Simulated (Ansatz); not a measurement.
hcp Co was calculated with HSE06 (PAW; Ansatz, an electronic-structure program).

Settings: plane-wave cutoff 460 eV, 12×12×8 k mesh (along the axes of the cell as run), Fermi–Dirac smearing 0.05 eV, spin-polarised with parallel moments, scalar-relativistic PAW data made under PBE.

Cell (measured lattice):

```
CELL_PARAMETERS angstrom
      1.25355    -2.17121     0.00000
      1.25355     2.17121     0.00000
      0.00000     0.00000     4.07000
ATOMIC_POSITIONS crystal
  Co 0.33333 0.66667 0.25000
  Co 0.66667 0.33333 0.75000
```
Starting moments (μB, in the order of the record's atoms Co Co): 1.8 1.8.

### Question
Give the computed magnetic moment per atom (the cell's total over its atoms).

### Answer

- magnetic moment per atom (the cell's total over its atoms) = 1.98 μB

Note: the run warned that the count of filled bands differs between k points; cell and atoms aren't relaxed at this level (pressure -0.7 GPa).

Moments are spin moments.

The computed numbers hold no vibrational or temperature effects.
